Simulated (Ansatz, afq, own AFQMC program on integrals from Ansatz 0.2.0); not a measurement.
WNH₃⁺, sextet: AFQMC among the cluster methods

| atom | x (Å) | y (Å) | z (Å) |
| --- | --- | --- | --- |
| W | -0.1862 | 0.0014 | 0.0012 |
| N | 1.9416 | -0.0149 | -0.0127 |
| H | 2.3204 | -0.9644 | -0.0098 |
| H | 2.3366 | 0.4601 | 0.8018 |
| H | 2.3259 | 0.4508 | -0.8377 |

Connectivity, by distances: W–NH3.

Basis def2-TZVP with its core potentials. Noble-gas cores (and the filled d shells of Ga–Kr and In–Xe) are frozen. Integrals, coupled cluster, full CI and functionals: Ansatz 0.2.0; the random walks run on the same integrals in our own AFQMC program. ph-AFQMC/CISD is guided by a CISD state made of CCSD amplitudes; releasing the constraint for a short imaginary time cuts its bias at the price of noise, slowly where states lie close. Uncertainties: one standard error, sampling alone. No spin–orbit coupling. The metal's outer-core s and p shells are frozen, which shifts wave-function levels against functionals.

Determinant: UHF, the one that the program's search chose, which needn't be the lowest solution. The geometry is a PBE0/def2-TZVP stationary point of this or a neighbouring charge and spin state.

No full CI on the walks' own integrals is used here; CCSDT(Q) serves as the reference and is uncertain by about the last step of the cluster series.

Cautions: no spin-orbit coupling; outer-core shells of the metal frozen; higher spins were not checked.

- T1 diagnostic: 0.0124
- weight of the determinant in the CISD state: 0.901
- ⟨S²⟩ of the determinant: 8.761
- size of the correlated space: 13 electrons in 84 orbitals

```
  level  correlation energy (eV)
    MP2                  -7.6570
   CCSD                  -8.2067
CCSD(T)                  -8.4444
```

**Question.** Estimate where phaseless AFQMC with a CISD trial lies against CCSD(T) on the same integrals.

**Answer.** 0.28 ± 0.20 mEh below CCSD(T). The gap is under twice the noise, so this walk alone can't tell the two apart.

Reference: CCSDT(Q), correlation energy -8.466 eV. The released energy is read at 2.60 1/Eh (meV from the phaseless value at times in 1/Eh: -5 ± 4 at 0.24, 0 ± 3 at 0.60, -8 ± 4 at 1.20, -6 ± 5 at 1.80, -16 ± 9 at 2.60).

| level | E − E(reference) (mEh) | share of correlation (%) |
| --- | --- | --- |
| CCSD(T) | 0.79 | 99.75 |
| CCSDT | 0.38 | 99.88 |
| ph-AFQMC/CISD | 0.51 ± 0.20 | 99.84 |
| released AFQMC | -0.09 ± 0.33 | 100.03 |

A walk keeps the symmetry of its determinant, which the program's search chose and which needn't be the lowest solution, so a lower state of the same spin and another symmetry isn't excluded. Released energies are given only where the last usable release times agree within the noise; a slower fall can still hide under it.
